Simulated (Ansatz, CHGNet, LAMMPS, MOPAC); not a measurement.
How well does each level of theory give the elastic constant C12 of rock-salt KI?

Reference value: 4.5 GPa (measured, temperature not stated, not corrected to a static lattice; as tabulated in Oses et al. (2018), arXiv:1811.08464).

| level (code) | value (GPa) | cell (Å³/atom) |
|---|---|---|
| ionic model joung2008 (rigid ions, set for SPC/E water, LAMMPS) | 6.6 | 42.95 |
| PM7 semi-empirical Hartree-Fock (MOPAC) (MOPAC) | ___ | 54.30 |
| CHGNet 0.3.0 (CHGNet) | 7.4 | 47.86 |
| LDA (Ansatz) | 3.8 | 39.61 |
| PBE (Ansatz) | 3.8 | 46.30 |
| r²SCAN (Ansatz) | ___ | 44.59 |
| PBE0 (Ansatz) | 3.8 | 45.49 |

Q: Complete the blanks.

A: 
- PM7 semi-empirical Hartree-Fock (MOPAC) (MOPAC), value (GPa): 4.8
- r²SCAN (Ansatz, a first-principles code), value (GPa): 3.4

Differences against the reference: ionic model joung2008 +47 %, PM7 semi-empirical Hartree-Fock (MOPAC) +6.7 %, CHGNet 0.3.0 +64 %, LDA -15.6 %, PBE -15.6 %, r²SCAN -24 %, PBE0 -15.6 %.

Leaving aside ionic model joung2008, which can be fitted to such values or carry a doubt: The reference's temperature isn't stated, so close values are not ranked against it. Off by more than 25 % (a bound picked here): CHGNet 0.3.0 (+64 %).

The measured value isn't corrected to a static lattice, so vibrations enter the comparison.  PM7 semi-empirical Hartree-Fock (MOPAC): the method was fitted mainly to molecules. PM7 semi-empirical Hartree-Fock (MOPAC): the run uses a supercell at the zone centre in place of a k mesh. Each level is taken at its own relaxed cell. Cutoffs differ between the levels. Ansatz's density-functional and Hartree–Fock values are scalar-relativistic unless marked +SOC, with PAW data made under PBE.

Empirical potentials (ionic model joung2008) are fitted to chosen data, which need not cover the solid at hand: agreement can be built in, and what lay outside the fit can be far off. Machine-learned potentials (CHGNet 0.3.0) are trained on DFT data, which may include these solids.

Differences are worked out from the printed values.
